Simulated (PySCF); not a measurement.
# TDDFT beside published excitation energies

Published values to compare with (the computed states carry no symmetry labels, so the two lists aren't matched line by line):

```tsv
state	E (eV)	f	kind of transition	source
1B2(Val, π→π*)	4.00		0-0 transition	[1]
1A2(n→π*)	4.12		vertical absorption	[2]
1B2(Val, π→π*)	4.34		vertical absorption	[3]
1A1(sCT, π→π*)	4.57		absorption maximum	[1]
1B1(n→π*)	4.75		vertical absorption	[2]
1B1(Ryd)	4.82		vertical absorption	[3]
1A1(π→π*)	4.86		vertical absorption	[2]
1A1(sCT, π→π*)	4.87		vertical absorption	[3]
1A2(Ryd)	5.46		vertical absorption	[3]
```

[1] measured, gas; Loos, Jacquemin, substituted benzenes, arXiv:2401.13809 (2024)
[2] computed, theoretical best estimate (aug-cc-pVQZ), gas; Loos, Comin, Blase, Jacquemin, intramolecular charge-transfer excitations (2021), arXiv:2103.02947
[3] computed, theoretical best estimate (aug-cc-pVTZ), gas; Loos, Jacquemin, substituted benzenes, arXiv:2401.13809 (2024)

Species: DMABN, C₉H₁₀N₂.
Cartesian coordinates in Å at the PBE0-D3(BJ)/def2-SVP level; atoms count from 1:
```xyz
21
C9H10N2 angstrom
C     -2.115    1.049   -0.916
N     -1.331    0.499    0.160
C     -1.966    0.148    1.404
C      0.016    0.322    0.004
C      0.817   -0.192    1.053
C      2.179   -0.372    0.888
C      2.810   -0.050   -0.323
C      4.215   -0.239   -0.487
N      5.358   -0.392   -0.619
C      2.026    0.462   -1.369
C      0.663    0.645   -1.213
H     -3.160    1.137   -0.595
H     -2.091    0.412   -1.817
H     -1.768    2.057   -1.207
H     -3.045    0.322    1.323
H     -1.589    0.751    2.250
H     -1.816   -0.917    1.658
H      0.369   -0.452    2.011
H      2.773   -0.770    1.713
H      2.499    0.718   -2.319
H      0.093    1.043   -2.051
```

Level of theory: TDDFT wB97X-D/def2-SVPD, vertical, gas phase, core orbitals frozen in the response (PySCF).

Computed singlets: 4.65 eV (f 0.031); 4.93 eV (f 0.563); 5.90 eV (f 0.032); 6.28 eV (f 0.158); 6.59 eV (f 0.000); 6.79 eV (f 0.024); 6.80 eV (f 0.576); 6.85 eV (f 0.000); 6.98 eV (f 0.000); 7.00 eV (f 0.000). Computed triplets (Tamm–Dancoff): 3.48, 3.95, 4.65, 5.13 eV.

Q: How does the lowest computed singlet compare with the best estimate listed for the lowest singlet (vertical absorption)?

A: 4.65 eV against 4.34 eV for 1B2(Val, π→π*) [3]: a difference of +0.32 eV. Geometry and basis of the two calculations needn't be the same.

Adiabatic (Te) and 0-0 energies refer to the relaxed excited state and aren't the vertical quantity computed here.

A measured band maximum holds vibronic effects and, in solution, solvent shifts, so it needn't equal the vertical energy.
